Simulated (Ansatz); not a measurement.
Results of HSE06 in Ansatz (plane waves, PAW) for rock-salt HfC.

Run with plane-wave cutoff 460 eV, 10×10×10 k mesh, Fermi–Dirac smearing 0.05 eV, scalar-relativistic PAW data made under PBE.

The volume scan:

```
V (Å³/atom)  E − E_lowest (meV/atom)  P (GPa)
-----------  -----------------------  -------
11.873                         26.38    14.05
12.282                          3.02     4.49
12.498                          0.00     0.04
12.810                          5.70    -5.78
13.123                         22.08   -10.93
```

Fit the third-order Birch–Murnaghan equation and give B0 and B′.

V0 = 12.500 Å³/atom, B0 = 247 GPa, B′ = 3.9 (fit to the energies at full precision).

Measured, for comparison: bulk modulus 242 GPa (room temperature, not corrected to a static lattice, our sources range from 242 to 286; as tabulated in Synthesis of Binary Transition Metal Nitrides, Carbides and Borides from the …); equilibrium volume per atom 12.47 Å³/atom (temperature not stated, not corrected to a static lattice; as tabulated in Zhang et al. (2018), doi:10.1088/1367-2630/aac7f0). Computed (rounded) less measured: bulk modulus not scored (sources differ), equilibrium volume per atom +0.2 %.

Spin–orbit coupling is not included.

The result took around 8 core-minutes (rough).

Ansatz is a quantum-chemistry and plane-wave program.
